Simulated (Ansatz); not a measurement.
Elements on the sites of an ideal fcc lattice, at a guessed lattice constant:

```yaml
crystal:
  lattice:
    - [-3.87032, 3.87032, -3.87032]
    - [3.87032, 3.87032, 3.87032]
    - [3.87032, -3.87032, -3.87032]
  atoms:
    - { symbol: Ru, position: [0.50000, 0.25000, 0.25000] }
    - { symbol: Rh, position: [0.25000, 0.50000, 0.25000] }
    - { symbol: Os, position: [0.25000, 0.00000, 0.75000] }
    - { symbol: Os, position: [0.00000, 0.25000, 0.75000] }
    - { symbol: Os, position: [0.50000, 0.00000, 0.50000] }
    - { symbol: Os, position: [0.25000, 0.25000, 0.50000] }
    - { symbol: Os, position: [0.00000, 0.50000, 0.50000] }
    - { symbol: Os, position: [0.75000, 0.00000, 0.25000] }
    - { symbol: Os, position: [0.00000, 0.00000, 0.00000] }
    - { symbol: Os, position: [0.00000, 0.75000, 0.25000] }
    - { symbol: Os, position: [0.75000, 0.25000, 0.00000] }
    - { symbol: Os, position: [0.50000, 0.50000, 0.00000] }
    - { symbol: Os, position: [0.25000, 0.75000, 0.00000] }
    - { symbol: Pt, position: [0.75000, 0.50000, 0.75000] }
    - { symbol: Pt, position: [0.50000, 0.75000, 0.75000] }
    - { symbol: Pt, position: [0.75000, 0.75000, 0.50000] }
```

Cell and atoms were relaxed without symmetry on coarser meshes and computed once more. These are results of DFT PBE, scalar-relativistic, plane waves, PAW in Ansatz, not measurements.

Settings: cutoff 420 eV, Γ-centred mesh 6×6×6 on the computed 16-atom cell, Gaussian smearing of 0.10 eV; no spin polarisation.

The relaxation ran on 3×3×3 k points with a smearing of 0.1 eV, from sites shaken by 0.02 Å.

**Question.** What does the relaxation give?

**Answer.** A volume of 14.47 Å³/atom and no gap on the mesh. It lies 0.11 eV/atom above the elements' standard states (static lattices, no corrections for gases). The atoms leave their sites by 0.04 Å (root mean square) and 0.06 Å at most, and the cell stretches by up to 0.2 % at fixed volume.

```
CELL_PARAMETERS angstrom
-3.86769 3.87050 -3.86243
3.87301 3.87398 3.86058
3.86838 -3.86865 -3.86128
ATOMIC_POSITIONS crystal
Ru 0.49593 0.24016 0.24220
Rh 0.24347 0.49610 0.24304
Os 0.25283 0.00617 0.75341
Os 0.00524 0.24984 0.75039
Os 0.49930 0.00541 0.49796
Os 0.24255 0.24031 0.49504
Os 0.00305 0.49887 0.49809
Os 0.75230 0.00634 0.25261
Os 0.01086 0.00968 0.00939
Os 0.00603 0.75209 0.25160
Os 0.75052 0.25039 0.00508
Os 0.49977 0.49891 0.99964
Os 0.25218 0.75260 0.00539
Pt 0.75336 0.49759 0.75230
Pt 0.49901 0.75306 0.75285
Pt 0.75303 0.75215 0.49779
```

The final mesh leaves forces up to 0.12 eV/Å and stresses up to 0.1 GPa: the relaxation ran on a coarser mesh, so the cell's shape, its bonds and its energy belong partly to that mesh.

Spin-orbit coupling is left out, which matters for the bands of heavy elements.

Cost: 2 runs of about 6.7 core-minutes in all (earlier runs that led there not counted), on Intel Xeon 6975P-C (Granite Rapids) (shared hosts).